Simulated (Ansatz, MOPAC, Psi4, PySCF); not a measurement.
Species: C2H5O, net charge 0, doublet state. SMILES: C[CH]O
Geometry: optimised at B3LYP-D3(BJ)/def2-TZVP (Ansatz, a quantum-chemistry and plane-wave program).

Property: size of the dipole moment, in D. Conventions: 6-311+G** with 5d; open shells spin-unrestricted; no dispersion term unless named; 6-31G* and kin with 6d, 5d where marked; no spin-orbit coupling; non-relativistic. Ab initio and DFT rows: single points at B3LYP-D3(BJ) geometries (Ansatz). Semi-empirical rows: dipoles at the shared geometry.

| level | program | size of the dipole moment (D) |
|---|---|---|
| MNDO | MOPAC | 1.38 |
| SVWN5/6-31G* | Ansatz | 1.37 |
| PBE/def2-SVP | Ansatz | 1.31 |
| B3LYP/6-31+G* | Ansatz | 1.47 |
| B3LYP/def2-SVP | Ansatz | 1.35 |
| B3LYP/6-311+G** | Ansatz | 1.41 |
| PBE0/6-311+G** | Ansatz | 1.41 |
| M06-2X/6-31G* (5d) | PySCF | 1.44 |
| wB97X-D/6-31G* | Psi4 | 1.43 |

No value to compare with is used here. The 9 habitual levels span 1.31 (PBE/def2-SVP) to 1.47 D (B3LYP/6-31+G*).

The levels are drawn from those run, B3LYP/6-31G* more often than the rest, none by its result; runs whose electronic state is in doubt are left out.
